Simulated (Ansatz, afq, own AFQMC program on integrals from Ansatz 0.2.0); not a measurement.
Integrals from Ansatz 0.2.0, then the random walk in our own AFQMC program (afq).

```yaml
crystal:
  periodic: [false, false, false]
  atoms:
    - {symbol: O, position_ang: [0.000000, 0.000000, 0.000000]}
    - {symbol: O, position_ang: [0.000000, 0.000000, 2.228000]}
basis:
  gaussian: {orbitals: 6-31G}
magnetization: {spin_polarized: true, initial_magnetization: 0}
correlation: {method: ccsd_t, electrons: outside_noble_gas, hamiltonian_folder: ham}
```

```sh
$ ansatz run in.yaml --threads 1 --pin off --events-out ev --progress --plain --max-ram 24576MiB --backend cuda --devices 0, --max-vram 18GiB
```

afq runs on the folder ham with

```
--method free --trial cisd --walkers 50 --time-step 0.02 --max-blocks 30 --target-error 0.00168 --factor-cut 0.0001 --seed 569 --times 0.0,0.5,1.0,2.0,3.0,4.0 --taylor-order 8
```

Times are imaginary, in 1/Eh. The walk had a cap of 60 s.

Log:

```
orbitals 16  electrons 6 6  factors 70 of 152
reference energy -149.55784424 Eh
CCSD correlation -0.12006749 Eh in 29 cycles, weight of the determinant in the CISD state 0.9355
repeat  energy at the last time / Eh  error
    10  -149.680109  0.000604
    20  -149.680021  0.000455
    30  -149.680167  0.000407
time / (1/Eh)  energy / Eh  error  mean overlap
  0.00  -149.678330  0.000190  1.0707
  0.50  -149.679842  0.000250  1.0648
  1.00  -149.679945  0.000296  1.0428
  2.00  -149.679862  0.000208  1.0683
  3.00  -149.679848  0.000255  1.0670
  4.00  -149.680167  0.000407  1.0672
energy -149.680167 +/- 0.000407 Eh
```

The run passed its tests (error under three times the target), which doesn't prove that it has relaxed.

Against this walk (error 11.1 meV) on the same determinant: CCSD(T) 20.8 meV higher (within the noise), CCSDT(Q) 60.7 meV lower, full CI 83.2 meV lower. The error is statistical, and a free projection of finite length keeps a remainder of its start. The determinant has ⟨S²⟩ = 1.97, so the low cluster orders mix in higher spin, and so can this walk. Full CI is exact here, so the walk's 83 meV above it is the walk's own error: what remains of the start. The determinant is a poor start (see the cautions), so the low cluster orders aren't to be relied on, and full CI is the sure value.

Cautions: remainder of the start not in the error; start is not spin pure; unrestricted determinant spin contaminated (⟨S²⟩ 1.97 against 0.00); the next higher spin lies close (full CI puts it 57 meV above); CCSDT(Q) on the RHF determinant differs (578 meV higher), perhaps since the unrestricted series falls towards higher spin; walk and cluster series may follow different spin states.

The walk took 13 s on 1 × NVIDIA H100 80GB HBM3 with 2 threads of AMD EPYC 7R13 Processor (Zen 3), with other jobs on the host (the card was shared). The log's last line is the free-projection energy.

CCSDT and higher add their correlation energy to the determinant of the CCSD(T) run, since their own runs factorise the integrals more tightly (a shift of under 2 meV).
